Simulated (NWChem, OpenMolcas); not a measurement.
# How methods differ on CH4Si (SMILES C[SiH])

The species is CH4Si (6 atoms), meant as a singlet with charge 0. SMILES: `C[SiH]`. The coordinates come from a PBE0-D4/def2-TZVP relaxation.

```xyz
6

C    -0.0935   -0.3660   -0.3703
Si    0.9173    0.2098    1.1223
H    -1.1569   -0.4101   -0.1022
H     0.2150   -1.3356   -0.7630
H    -0.0240    0.3820   -1.1708
H     0.1422    1.5200    1.2840
```

Quantity: the HOMO–LUMO gap, in eV. The values are calculated.

| level | kind | program | value (eV) | CPU time |
| --- | --- | --- | --- | --- |
| HF/def2-TZVP | Hartree–Fock | NWChem | 9.34 | 25 s |
| BLYP/def2-TZVP | GGA | OpenMolcas | 1.88 | 38 s |
| PBE/def2-TZVP | GGA | OpenMolcas | 1.85 | 38 s |
| TPSS/def2-TZVP | meta-GGA | OpenMolcas | 2.08 | 53 s |
| r2SCAN/def2-TZVP | meta-GGA | OpenMolcas | 2.20 | 45 s |
| BHLYP/def2-TZVP | global hybrid | OpenMolcas | 5.68 | 31 s |
| M06-2X/def2-TZVP | hybrid meta-GGA | NWChem | 5.65 | 24 s |
| B2PLYP/def2-TZVP | double hybrid | OpenMolcas | 5.89 | 25 s |

The values span 1.85 to 9.34 eV. Orbital gaps aren't excitation energies, and those of double hybrids come from the SCF part alone; they tend to grow with the share of exact exchange. Times are those of the runs behind each value, whatever else they computed, on shared processors of several kinds: orders of magnitude only.
